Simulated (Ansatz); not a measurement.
A run of Ansatz (development build ahead of 0.2.0) on doublet LiS at this shape:

```tsv
atom	x (Å)	y (Å)	z (Å)
Li	0.0000	0.0000	0.0000
S	0.0000	0.0000	2.2508
```

Its results:

* Converged: yes
* Total energy: -405.52352 hartree
* Spin squared of the determinant: 0.750
* Stability test: minimum among restricted orbitals

Q: Which input gives this output? Name the method, the orbitals and the basis set, and write the input.

A: PBE (restricted open-shell) in pcseg-2.

```yaml
crystal:
  periodic: [false, false, false]
  atoms:
    - { symbol: Li, position_ang: [0.0, 0.0, 0.0] }
    - { symbol: S, position_ang: [0.0, 0.0, 2.2508] }
basis:
  gaussian: { orbitals: pcseg-2 }
magnetization:
  initial_magnetization: 1
hamiltonian:
  xc: pbe
```
